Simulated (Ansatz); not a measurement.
Barrier NH2 (SMILES [NH2]) + CH4 (SMILES C) via CH6N, on the benchmark's geometries as Psi4's copy gives them; open shells unrestricted, no zero-point energy, no spin–orbit coupling.
Transition structure (charge 0, multiplicity 2, Z-matrix in Å and degrees):
```
C
H 1 1.0842
H 1 1.0849 2 113.44
H 1 1.0849 2 113.44 3 -131.14
H 1 1.3141 2 107.96 3 114.44
N 5 1.2702 1 172.16 2 -0.29
H 6 1.0210 5 99.83 1 -53.17
H 6 1.0210 7 104.19 5 -102.86
```

Run with Ansatz (Gaussian basis) for Hartree–Fock, density functionals and correlated methods. Values without a source in brackets are computed.

The barrier height (kcal/mol) and the share of exact exchange:

| functional | exact exchange (%) | value |
|---|---|---|
| PBE/def2-TZVPPD | 0 | 4.51 |
| PBE0/def2-TZVPPD | 25 | 10.04 |
| BLYP/def2-TZVPPD | 0 | 8.04 |
| B3LYP/def2-TZVPPD | 20 | 11.37 |
| BHLYP/def2-TZVPPD | 50 | 17.30 |
| r2SCAN/def2-TZVPPD | 0 | 8.49 |

Question: Take the value as linear in the share of exact exchange along PBE and PBE0. Give the slope, say whether the sign turns, and set the other functionals against that line.

Answer: 
Slope: (10.04 − (4.51))/2.5 = 2.21 kcal/mol for each 10 %. The line keeps its sign from 0 to 100 %. At 50 % it gives 15.6 kcal/mol. The LYP pair gives (17.30 − (8.04))/5 = 1.85 for each 10 %. BHLYP, at 50 %, lies 1.7 from the PBE line. B3LYP, at 20 %, lies 2.4 from the PBE line. r2SCAN, with none, stands 4.0 from PBE.

Ansatz is a quantum-chemistry and plane-wave program.
